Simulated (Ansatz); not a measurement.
Stepwise reaction of `[CH3][AlH][CH3]` with hydrogen chloride, as a gas-phase model of exchange steps in deposition or etching. ΔE in kJ/mol.

Isolated molecules relaxed with PBE0-D4/def2-TZVP in Ansatz; ΔE leaves out vibrations. CCSD(T)/CBS is the MP2 limit (def2-TZVPP, def2-QZVPP) plus CCSD(T) − MP2 in def2-TZVPP, frozen cores. This one scheme is used for every species. DFT in def2-TZVPP. B3LYP here is the variant with VWN-RPA as its local correlation; programs differ in this.

```csv
step,reaction,PBE-D4,B3LYP-D4,ωB97M-V,CCSD(T)/CBS
1,`[CH3][AlH][CH3]` + HCl → `[CH3][AlH][Cl]` + CH₄,-175.4,-182.8,-180.7,-181.7
2,`[CH3][AlH][Cl]` + HCl → `[Cl][AlH][Cl]` + CH₄,-158.8,-166.0,-163.9,-165.8
```

Question: By hand: ΔE of the 2 steps together at CCSD(T)/CBS.

Answer: (-181.7) + (-165.8) = -347.5 kJ/mol, or -173.8 kJ/mol a step.

In ΔE each step is higher than the one before. All are downhill at CCSD(T)/CBS. PBE-D4 differs from CCSD(T)/CBS by 6.3 to 7.0 kJ/mol a step. Isolated molecules leave out the surface, adducts and barriers. Largest T1 diagnostic: 0.009.
